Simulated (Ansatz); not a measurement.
Basis-set extrapolation for C3H6O2, SMILES `OCC1CO1` (PBE0-D4/def2-TZVP geometry, frozen core, the Gaussian-basis code of Ansatz). Multiplicity 1, RHF reference.

|  | def2-TZVPP | def2-QZVPP |
| --- | --- | --- |
| HF | -266.875750 | -266.888259 |
| MP2 correlation | -0.977986 | -1.048494 |
| CCSD(T) correlation | -1.045081 | not run |

Energies in hartree. Use E(X) = E(∞) + A·exp(−7.88·√X) for Hartree–Fock and E(X) = E(∞) + B·X^(−2.97) for correlation, with X = 3 and 4, and add CCSD(T) minus MP2 of the smaller set to the MP2 limit.

Question: What is the CCSD(T) energy at the basis-set limit?

Answer: HF limit: -266.888259 + (-0.012509) × 0.13774 = -266.88998. MP2 limit: -1.048494 + (-0.070508) × 0.74074 = -1.10072. Higher-order term: -1.045081 − (-0.977986) = -0.06709. Total: -268.05779 hartree, 359.6 kJ/mol below CCSD(T)/def2-TZVPP.
